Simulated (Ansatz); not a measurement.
## Ansatz (development build ahead of 0.2.0) run

```yaml
crystal:
  periodic: [false, false, false]
  atoms:
    - { symbol: Al, position_ang: [0.0, 0.0, 0.0] }
    - { symbol: S, position_ang: [0.7398, 0.9864, 2.13562] }
basis:
  gaussian: { orbitals: STO-3G }
magnetization:
  initial_magnetization: 3
hamiltonian:
  xc: hf
correlation:
  method: fci
  frozen_orbitals: { Al: 5, S: 5 }
```

The input is written out in the form of the current development build from the run's settings.

The run gave:

```
Converged    : yes
Total energy : -632.04232 hartree
State        : lowest quartet root, of any spatial symmetry
```
